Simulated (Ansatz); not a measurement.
Reaction: C2H2F (SMILES C=[C]F, doublet) → C2H2F (SMILES [H]/[C]=C/F, doublet)
Each species at its own B3LYP-D3(BJ)/def2-TZVP minimum (Ansatz, a first-principles code).

Total energies in hartree (Ansatz). UHF or UKS for unpaired electrons; spin-orbit terms are left out. Correlated methods leave the cores frozen. No relativity. The UHF reference of C2H2F (C=[C]F, doublet) is spin-contaminated (<S^2> up to 0.18 over the pure value in the sets run). The UHF reference of C2H2F ([H]/[C]=C/F, doublet) is spin-contaminated (<S^2> up to 0.18 over the pure value in the sets run).

```tsv
species	HF/cc-pVTZ	CCSD(T)/cc-pVTZ	HF/cc-pVQZ	CCSD(T)/cc-pVQZ	CCSD(T)/cc-pVDZ	CCSDT(Q)/cc-pVDZ
1: C2H2F (SMILES C=[C]F, doublet)	-176.30673	-176.88275	-176.32016	-176.93599	-176.70669	-176.70917
2: C2H2F (SMILES [H]/[C]=C/F, doublet)	-176.30333	-176.87773	-176.31690	-176.93147	-176.70070	-176.70310
```

### Question
Work out the isomerisation energy (electronic) in kcal/mol: take Hartree-Fock from cc-pVQZ, extrapolate the CCSD(T) correlation energy as X^-3 (X = 3, 4), and add CCSDT(Q) - CCSD(T) in cc-pVDZ. 1 hartree = 627.51 kcal/mol.

### Answer

Species 1: correlation (64·(-0.61583) - 27·(-0.57602))/37 = -0.64488; step -0.00248; E1 = -176.32016 + (-0.64488) + (-0.00248) = -176.96752
Species 2: correlation (64·(-0.61457) - 27·(-0.57440))/37 = -0.64388; step -0.00240; E2 = -176.31690 + (-0.64388) + (-0.00240) = -176.96318
-1·E1 +1·E2 = 0.00434 hartree = 2.7 kcal/mol.
